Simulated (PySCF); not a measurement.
Gas-phase reaction: 3 ethylsilane → 3 SiH₄ + 2 C₃H₆ (propylene)

Computed with PySCF and rigid-rotor harmonic-oscillator thermochemistry at 1 bar. † marks an energy on the PBE0/def2-TZVP geometry and frequencies; other levels use their own. All species are closed-shell singlets.

PBE0/def2-TZVP gives ΔH°(298 K) = 257 kJ.

What do BLYP/def2-TZVP†, HF/def2-TZVP†, ωB97X-V/def2-TZVP† give?

BLYP/def2-TZVP†: 164 kJ; HF/def2-TZVP†: 177 kJ; ωB97X-V/def2-TZVP†: 257 kJ. For scale, ΔH°(298 K) is 257 kJ at this level, 248 kJ at ωB97M-V/def2-TZVP†, and runs from 134 to 306 kJ over the 20 levels computed († marks an energy on the PBE0/def2-TZVP geometry).
